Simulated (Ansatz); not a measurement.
HgS (P3₂21, No. 154) was calculated with LDA (Ansatz, a quantum-chemistry and plane-wave program, PAW).

Run with plane-wave cutoff 520 eV, 12×12×4 k mesh (along the axes of the cell as run), Fermi–Dirac smearing 0.01 eV, scalar-relativistic PAW data made under PBE.

Cell (measured lattice):

```
CELL_PARAMETERS angstrom
      2.07250    -3.58968     0.00000
      2.07250     3.58968     0.00000
      0.00000     0.00000     9.49600
ATOMIC_POSITIONS crystal
  Hg 0.71980 0.00000 0.66667
  Hg 0.00000 0.71980 0.33333
  Hg 0.28020 0.28020 0.00000
  S  0.48890 0.00000 0.16667
  S  0.00000 0.48890 0.83333
  S  0.51110 0.51110 0.50000
```

Problem. Estimate the band gap and smallest direct gap on the k points sampled that the calculation returns.

Solution. 
- band gap: 1.28 eV
- smallest direct gap on the k points sampled: 1.32 eV

Note: cell and atoms aren't relaxed at this level (pressure -1.8 GPa).

Spin–orbit coupling is not included.

The computed numbers hold no vibrational or temperature effects.

It cost very roughly 120 core-seconds of CPU time.
